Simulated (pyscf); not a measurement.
H₂C=CH₂ + H₂O → H₃C–CH₂–OH (addition across a multiple bond or ene-type step; singlet surface; H–O broken, C–O, C–H formed). Structures and frequencies: ωB97X-D3(BJ)/def2-SVP in PySCF. Correlated levels are frozen-core, on RHF or UHF. ΔMP2 is the change of the MP2 total energy from the triple- to the quadruple-zeta basis. Energies in kcal/mol from the separated reactants.

```json
[
 {"level": "r²SCAN/def2-TZVP", "barrier": "47.6", "reaction energy": "-18.8"},
 {"level": "M06-2X/def2-TZVP", "barrier": "53.5", "reaction energy": "-18.3"},
 {"level": "ωB97M-D3(BJ)/def2-TZVP", "barrier": "(withheld)", "reaction energy": "-16.9"},
 {"level": "HF/def2-TZVP", "barrier": "74.8", "reaction energy": "-13.9"},
 {"level": "MP2/def2-QZVPP", "barrier": "54.4", "reaction energy": "-15.0"},
 {"level": "CCSD(T)/def2-TZVPP", "barrier": "56.7", "reaction energy": "-14.5"},
 {"level": "CCSD(T)/def2-TZVPP + ΔMP2(QZVPP)", "barrier": "(withheld)", "reaction energy": "(withheld)"}
]
```

### Question
Fill in the missing entries.

### Answer

- ωB97M-D3(BJ)/def2-TZVP, barrier: 52.8
- CCSD(T)/def2-TZVPP + ΔMP2(QZVPP), barrier: 57.0
- CCSD(T)/def2-TZVPP + ΔMP2(QZVPP), reaction energy: -14.0

Of the functionals in the table, M06-2X is closest to CCSD(T)/def2-TZVPP + ΔMP2(QZVPP) in the barrier (3.5 kcal/mol apart) and r²SCAN least close (9.5 kcal/mol); that level has limits of its own. This is the saddle that the search found; another between the same sides may lie lower. The CCSD(T) − MP2 part came from Ansatz, without density fitting, on the same reference.
